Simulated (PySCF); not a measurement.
Species: 2-butynoic acid, C₄H₄O₂.
SMILES: `CC#CC(=O)O`

Computed with MP2 and CCSD/aug-cc-pVDZ in PySCF, restricted Hartree–Fock reference, 6 core orbitals frozen, non-relativistic, gas phase, PBE0-D3(BJ)/def2-SVP geometry.

E(HF) = -303.52300 Eh.

(1) How large is the problem?

(2) What are the MP2 and CCSD correlation energies?

(3) What is the T1 diagnostic?

(4) How does correlation change the dipole moment?

## Answers

(1) 174 basis functions and 44 electrons; 6 orbitals frozen, which leaves o = 16 correlated occupied and v = 152 virtual orbitals. That is o·v = 2432 singles and o·v(o·v + 1)/2 = 2958528 distinct closed-shell doubles amplitudes before symmetry; the costliest CCSD step grows as o²v⁴ = 1.4 × 10^11.

(2) MP2 -0.9218 Eh and CCSD -0.9469 Eh, which gives totals of -304.44485 and -304.46994 Eh. That is 0.805 eV for each correlated electron at CCSD (2486 kJ/mol in all, 0.311 % of the total energy); MP2 gives 97.3 % of the CCSD value.

(3) 0.0158, below the customary warning level of 0.02. It is the norm of the spatial-orbital singles amplitudes over the root of the number of correlated electrons, so the norm is 0.089.

(4) HF gives 2.80 D and CCSD (unrelaxed density) 2.33 D, a change of -0.47 D.

No triples correction and no basis-set extrapolation were made.

The job also held the EOM ionisation roots. The run took 11 min of wall time on one thread, Arm Neoverse V1 (aarch64), shared host, and the process peaked at 3.1 GiB of memory.

The values belong to the conformer `[CH3:1][C:2]#[C:3][C:4](=[O:5])[OH:6]`: H–O6–C4–C3 180°.
